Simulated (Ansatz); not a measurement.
One change: `CC(=N)C#N` becomes `CC(=N)F`.

Ansatz, PBE0-D4/def2-TZVP geometries, multiplicity 1. Each molecule was computed in one conformer, which needn't be the lowest.

```csv
property,`CC(=N)C#N`
zero-point energy (PBE0-D4/def2-TZVP) / kJ/mol,177.9
HOMO–LUMO gap (PBE0/def2-TZVPP) / eV,6.86
size of the dipole moment (ωB97M-V/def2-TZVPP) / D,4.74
HOMO–LUMO gap (PBE/def2-TZVPP) / eV,4.19
LUMO energy (ωB97M-V/def2-TZVPP) / eV,0.41
HOMO energy (PBE0/def2-TZVPP) / eV,-8.72
```

**Question.** What does the change do to each property? (Estimate.)

**Answer.** Computed: 
```tsv
property	`CC(=N)F`	shift
zero-point energy (PBE0-D4/def2-TZVP) / kJ/mol	161.7	-16.2
HOMO–LUMO gap (PBE0/def2-TZVPP) / eV	8.65	1.79
size of the dipole moment (ωB97M-V/def2-TZVPP) / D	3.41	-1.33
HOMO–LUMO gap (PBE/def2-TZVPP) / eV	5.90	1.71
LUMO energy (ωB97M-V/def2-TZVPP) / eV	2.33	1.92
HOMO energy (PBE0/def2-TZVPP) / eV	-8.42	0.30
```

With PBE0 the HOMO rises by 0.30 eV and the LUMO rises by 2.08 eV, so the gap widens by about 1.78 eV. PBE moves the HOMO by 0.27 eV and ωB97M-V by 0.30 eV. The zero-point energy changes by -16.2 kJ/mol with -3 modes. Dipoles are sizes alone; their direction can turn.
